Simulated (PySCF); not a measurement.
Gas-phase reaction: 2 SiOF₂ ⇌ 2 Si + 2 F₂ + O₂

Computed with PySCF (xtb for GFN2) and rigid-rotor harmonic-oscillator thermochemistry at 1 bar. † marks an energy on the PBE0/def2-TZVP geometry and frequencies; other levels use their own. CCSD(T) freezes the core. 6-31G* has spherical d functions here. Open shells (unrestricted): Si (multiplicity 3, electronic degeneracy 9), O₂ (multiplicity 3); the rest are closed-shell singlets. GFN2 has no spin-polarisation term. Spin-orbit splitting is ignored; it lowers the true energy and changes the entropy of Si. SiOF₂: computed as isolated molecules; such fragments, hydroxides, amides, oligomers or adducts are transient or little studied in the gas. CCSD(T) isn't extrapolated to the basis-set limit; its ΔH°(298 K) is 2408.8 kJ in def2-SVP and 2639.4 kJ in def2-TZVPP. The harmonic model lacks anharmonicity and excited electronic states, which grow with temperature; levels with a mode under 35 cm⁻¹ are left out.

```
level               ΔE electronic, kJ  ΔH°(298 K), kJ  ΔS°(298 K), J/K  ΔG°(1800 K), kJ
------------------  -----------------  --------------  ---------------  ---------------
BLYP/def2-TZVP†                  2556            2542              392             1836
CCSD(T)/def2-SVP†                2424            2409              392             1703
GFN2-xTB                         3047            3027              387             2324
HF/6-31G*                        2367            2351              396             1637
PBE/def2-SVP                     2428            2414              388             1717
PBE/def2-TZVP†                   2561            2546              392             1840
PBE0/def2-SVP†                   2454            2439              392             1733
PBE0/def2-TZVP                   2610            2595              392             1889
r2SCAN/def2-TZVP†                2666            2651              392             1945
ωB97M-V/def2-TZVP†               2689            2674              392             1968
ωB97X-V/def2-TZVP†               2664            2649              392             1943
```
ΔH° is lowest at HF/6-31G* and highest at GFN2-xTB. No reference value is set beside these.
